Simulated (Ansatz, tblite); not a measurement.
# The cluster K3Na+: one state, many levels

Aim: run the doublet of the cluster K3Na+ at one geometry on many levels, and compare frontier levels, spin and run time.

Computed with Ansatz 0.2.0, Gaussian basis. Level: as each input shows.

Levels to be run: GFN1-xTB, GFN2-xTB, PBE/def2-TZVP, r2SCAN/def2-TZVP, LDA/def2-TZVP, CAM-B3LYP/def2-TZVP, ωB97M-V/def2-TZVP, BHLYP/def2-TZVP, BLYP/def2-TZVP, PBE/def2-SVP, PBE0/def2-SVP, HF/6-31G, B3LYP/6-31G, CCSD(T)/def2-TZVPP, MP2/def2-TZVP, RPA/def2-TZVP.

**1. The geometry**

The geometry is that of the doublet, from an earlier relaxation (PBE0/def2-TZVP). At that level it is the lowest of the isomers that a small search found.

4 atoms, charge 1, spin multiplicity 2.

Bond lengths: Na1–K2 3.732 Å, Na1–K3 4.185 Å, Na1–K4 3.944 Å, K2–K3 4.557 Å. Angles: K2–Na1–K3 70.0°, K2–Na1–K4 91.8°, K3–Na1–K4 161.2°, Na1–K2–K3 59.7°, Na1–K3–K2 50.3°.

Geometry (Å):

| atom | x (Å) | y (Å) | z (Å) |
| --- | --- | --- | --- |
| Na1 | 0.1862 | -0.2306 | -1.2275 |
| K2 | -0.1283 | 0.3956 | 2.4383 |
| K3 | 0.9804 | 3.7924 | -0.3901 |
| K4 | -1.0383 | -3.9575 | -0.8207 |

The ion is computed in the gas phase, without counter-ions or solvent.

PBE0/def2-TZVP was run before; its log isn't repeated, and its numbers join the tables.

**2. GFN1-xTB**

Tight binding, by tblite at 300 K electronic temperature and without a spin-polarisation term:

```python
tblite.interface.Calculator('GFN1-xTB', numbers, positions, charge=1, uhf=1).singlepoint()
```

Energy -26.7024 eV; 0.001 s.

**3. GFN2-xTB**

Tight binding, by tblite at 300 K electronic temperature and without a spin-polarisation term:

```python
tblite.interface.Calculator('GFN2-xTB', numbers, positions, charge=1, uhf=1).singlepoint()
```

Energy -14.7615 eV; 0.002 s.

**4. PBE/def2-TZVP**

start.molden holds the orbitals of an earlier run on this state, given as this run's starting guess.

File in.yaml:

```yaml
crystal:
  periodic: [false, false, false]
  atoms:
    - {symbol: Na, position_ang: [0.186244, -0.230552, -1.227480]}
    - {symbol: K, position_ang: [-0.128343, 0.395596, 2.438304]}
    - {symbol: K, position_ang: [0.980385, 3.792445, -0.390123]}
    - {symbol: K, position_ang: [-1.038295, -3.957489, -0.820691]}
basis:
  gaussian: {orbitals: def2-TZVP, initial_orbitals: start.molden}
total_charge: 1
magnetization: {spin_polarized: true, initial_magnetization: 1}
hamiltonian: {xc: pbe}
scf: {omitted_lower_state_checks: [starts]}
output: {orbitals: {seedname: orbitals}}
```

Command:

```console
ansatz run in.yaml --threads 2 --pin off --events-out ev --progress --plain --max-ram 4352MiB
```

After this run come: r2SCAN/def2-TZVP; LDA/def2-TZVP; CAM-B3LYP/def2-TZVP; ωB97M-V/def2-TZVP; BHLYP/def2-TZVP; BLYP/def2-TZVP; PBE/def2-SVP; PBE0/def2-SVP; HF/6-31G; B3LYP/6-31G; CCSD(T)/def2-TZVPP; MP2/def2-TZVP; RPA/def2-TZVP.

Before running them: what should the planned runs give, taken together? Wanted: gap in def2-TZVP, named functionals, smallest and largest; correlation energy, CCSD(T)/def2-TZVPP; correlation energy, MP2/def2-TZVP; ⟨S²⟩ in def2-TZVP, named functionals, smallest and largest; PBE0 total energy, smallest basis above largest.

**Answer**, as computed:

```
                                                  quantity                              value
 gap in def2-TZVP, named functionals, smallest and largest  0.29 eV (BLYP), 2.79 eV (ωB97M-V)
                    correlation energy, CCSD(T)/def2-TZVPP                          -19.39 eV
                         correlation energy, MP2/def2-TZVP                          -17.73 eV
⟨S²⟩ in def2-TZVP, named functionals, smallest and largest                       0.755, 0.835
           PBE0 total energy, smallest basis above largest      7.91 eV (def2-SVP, def2-TZVP)
```

What this shows: Over the named functionals in def2-TZVP the gap runs from 0.29 eV (BLYP) to 2.79 eV (ωB97M-V); exact exchange widens it. Over the named functionals in def2-TZVP spin contamination reaches 0.08 (r2SCAN), which is small. Notes on CCSD(T)/def2-TZVPP: spin contamination.
